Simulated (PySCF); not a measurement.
# The bond of LiS, level by level

One table from this session's results is given with a row withheld; the runs are named, their logs left out.

Method: Li def2-TZVP, S def2-TZVP, no relativity; program: PySCF 2.14.0.

The first run:

Settings of the job:

* atoms: Li, S
* charge: 0
* basis: Li def2-TZVP, S def2-TZVP
* Hamiltonian: no relativity
* basis functions: 51
* electrons treated: 19
* masses in u: 7.0160, 31.9721
* levels: PBE0, PBE, r²SCAN, M06, B3LYP, BHandHLYP, HF, MP2, SCS-MP2, CCSD, CCSD(T)
* grid: 80 radial by 434 angular points
* occupations: held fixed by the projection of orbital angular momentum
* dissociation limit: Li + S, each in its ground configuration
* starting distance in angstrom: 2.270
* values of 2S to try: 1, 3

The run is started by

```console
OMP_NUM_THREADS=1 python dia.py task.json out
```

Among the steps run: Set-up; The PBE0 curve of the state that the search chose; Excited determinants; PBE; r²SCAN (meta-GGA); M06; B3LYP; BHandHLYP (global hybrid GGA); UHF; Adding correlation.

One table of the session follows, with a row left open; its other results are not shown here.

It belongs to the step «The curves together». Energy (eV) from each level's lowest point:

| R (Å) | UHF | UHF-MP2 | UHF-SCS-MP2 | UHF-CCSD | UHF-CCSD(T) |
| --- | --- | --- | --- | --- | --- |
| 1.847 | 0.551 | 0.529 | 0.532 | n/a | n/a |
| 1.933 | 0.260 | 0.247 | 0.249 | 0.241 | 0.242 |
| 2.019 | ? | ? | ? | ? | ? |
| 2.084 | 0.025 | 0.022 | 0.023 | 0.021 | 0.021 |
| 2.148 | 0.000 | 0.000 | 0.000 | 0.000 | 0.000 |
| 2.212 | 0.007 | 0.009 | 0.008 | 0.010 | 0.010 |
| 2.298 | 0.055 | 0.059 | 0.057 | 0.061 | 0.060 |
| 2.406 | 0.160 | 0.164 | 0.162 | 0.167 | 0.165 |
| 2.535 | 0.328 | 0.331 | 0.328 | 0.336 | 0.331 |
| 2.707 | 0.593 | 0.591 | 0.586 | n/a | n/a |

**Question.** Estimate the row for R (Å) = 2.019.

Worked estimate for «UHF». A straight line through the neighbours (1.933, 0.260) and (2.084, 0.025) gives 0.260 + (0.025 − 0.260) × (2.019 − 1.933) / (2.084 − 1.933) = 0.126; a parabola fitted to 4 rows on both sides gives 0.086.

**Answer.** UHF: 0.091; UHF-MP2: 0.084; UHF-SCS-MP2: 0.086; UHF-CCSD: 0.081; UHF-CCSD(T): 0.082. In «UHF» the line misses by +0.035 and the parabola by -0.005.
